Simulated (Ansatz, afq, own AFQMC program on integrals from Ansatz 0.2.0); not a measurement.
BH₄, doublet in cc-pVTZ, levels against CCSDT(Q)

```xyz
5

B    -0.1707    0.0000    0.0000
H    -0.7674    1.0336    0.0000
H    -0.7674   -1.0336    0.0000
H     1.3103    0.0000    0.0000
H     2.0553    0.0000    0.0000
```

Basis cc-pVTZ. Noble-gas cores (and the filled d shells of Ga–Kr and In–Xe) are frozen. Integrals, coupled cluster, full CI and functionals: Ansatz 0.2.0; the random walks run on the same integrals in our own AFQMC program. The CISD trial takes its coefficients from CCSD amplitudes. Released means that phaseless walkers are propagated on without the constraint, phases kept. Error bars are statistical, one sigma.

Determinant: UHF, the one that the program's search chose, which needn't be the lowest solution. The geometry is a point of a scan.

No full CI on the walks' own integrals is used here; CCSDT(Q) serves as the reference and is uncertain by about the last step of the cluster series.

Cautions: the released energies move by 1.5 errors or more from one time to the next, so no released level is given (meV from the phaseless value at times in 1/Eh: -1.7 ± 2.1 at 0.24, -2.6 ± 1.5 at 0.51, -2.5 ± 1.4 at 0.99, -1.5 ± 1.2 at 1.62, -8.5 ± 1.8 at 2.40).

The T1 diagnostic is 0.0121 and the weight of the determinant in the CISD state is 0.930. The ⟨S²⟩ of the determinant is 0.768. The size of the correlated space is 7 electrons in 85 orbitals.

Reference: CCSDT(Q), correlation energy -4.196 eV.

```csv
level,E − E(reference) (kJ/mol),share of correlation (%)
HF,404.9,0.00
MP2,79.1,80.45
CCSD,9.8,97.58
CCSD(T),1.8,99.56
CCSDT,0.2,99.96
ph-AFQMC/HF,3.7 ± 2.0,99.08
ph-AFQMC/CISD,0.4 ± 0.2,99.91
```

A walk keeps the symmetry of its determinant, which the program's search chose and which needn't be the lowest solution, so a lower state of the same spin and another symmetry isn't excluded.
